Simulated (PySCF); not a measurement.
# Bond curve of AlS

Set-up: PySCF, no relativity, basis sets Al def2-SVP, S def2-SVP. Energies in eV from Al + S in their ground configurations at the same level. State: ²Σ⁺ (doublet), unpaired electrons σ ↑.

All columns are PBE0. A positive dipole means Al(−)S(+).

```
R (Å)  E (eV)  μ (D)  Mulliken charge on Al (basis-dependent)  HOMO (eV)  LUMO (eV)  Mayer bond order  ⟨S²⟩
1.755  -2.860  -2.97                                     0.23      -7.02      -3.82              2.37  0.75
1.837  -3.601  -3.19                                     0.26      -7.14      -3.98              2.32  0.75
1.919  -4.004  -3.39                                     0.29      -7.23      -4.12              2.26  0.76
1.980  -4.143  -3.52                                     0.31      -7.18      -4.21              2.21  0.76
2.041  -4.177  -3.64                                     0.33      -7.05      -4.30              2.15  0.76
2.102  -4.133  -3.74                                     0.34      -6.93      -4.37              2.09  0.76
2.184  -3.989  -3.86                                     0.36      -6.78      -4.45              1.99  0.76
2.286  -3.722  -4.00                                     0.38      -6.60      -4.50              1.85  0.76
2.408  -3.343  -4.17                                     0.39      -6.40      -4.50              1.67  0.76
2.572  -2.824  -4.47                                     0.40      -6.14      -4.41              1.43  0.77
```

A fit through these points gives, at Re = 2.034 Å, μ = -3.62 D and dμ/dR = -1.84 D/Å; the reduced mass is 14.63 u.

Problem. How strong is the fundamental in the double-harmonic approximation, I = 42.26·(dμ/dR)²/μred km/mol?

Solution. I = 42.26·(-1.84)²/14.63 = 9.78 km/mol at PBE0.

The state was picked by a PBE0 search and need not be the measured ground state.
